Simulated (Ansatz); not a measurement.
Geometry optimisation, UKS PBE0-D4/def2-mTZVP (Ansatz 0.2.0).

Input:

```yaml
crystal:
  periodic: [false, false, false]
  atoms:
    - { symbol: H, position_ang: [0.027322, -0.58195, -0.009283] }
    - { symbol: C, position_ang: [1.961206, 0.299226, 1.048243] }
    - { symbol: C, position_ang: [-0.879519, -0.700893, -0.582781] }
    - { symbol: C, position_ang: [-1.70869, 0.307542, -0.801894] }
    - { symbol: H, position_ang: [2.462791, -0.55063, 0.607142] }
    - { symbol: H, position_ang: [2.011597, 1.265755, 0.564738] }
    - { symbol: H, position_ang: [1.352494, 0.165934, 1.931533] }
    - { symbol: H, position_ang: [-1.092283, -1.695967, -0.963638] }
    - { symbol: H, position_ang: [-2.620277, 0.189115, -1.380827] }
    - { symbol: H, position_ang: [-1.514442, 1.30197, -0.413132] }
magnetization:
  spin_polarized: true
  initial_magnetization: 1
basis:
  gaussian: { orbitals: def2-mTZVP }
hamiltonian:
  xc: pbe0
  dispersion: d4
relax:
  f_tol: 0.03
  max_steps: 50
```

Run as:

```bash
$ ansatz run input.yaml --threads 2 --pin off --max-ram 3072MiB --backend cpu --events-out ev --progress --plain --runs-dir out
```

Where does it end, and by what steps?

The forces met the threshold. After 5 steps the energy has fallen by 0.027 eV; H5 moved furthest, 0.34 Å.

```tsv
step	energy less start (eV)	largest force component (eV/Å)	accepted
0	0.0000	0.350	yes
1	-0.0139	0.288	yes
2	-0.0231	0.160	yes
3	-0.0163	0.283	no
4	-0.0236	0.089	yes
5	-0.0273	0.005	yes
```

```xyz
10
Properties=species:S:1:pos:R:3
H -0.084 -0.699 -0.155
C 2.116 0.344 1.155
C -1.026 -0.761 -0.692
C -1.803 0.298 -0.853
H 2.736 -0.466 0.800
H 2.045 1.258 0.584
H 1.590 0.250 2.093
H -1.297 -1.734 -1.089
H -2.745 0.242 -1.390
H -1.531 1.270 -0.453
```

Run time: 9.9 s on 2 threads of Arm Neoverse V2, with other jobs on the host, peak memory 0.17 GiB.
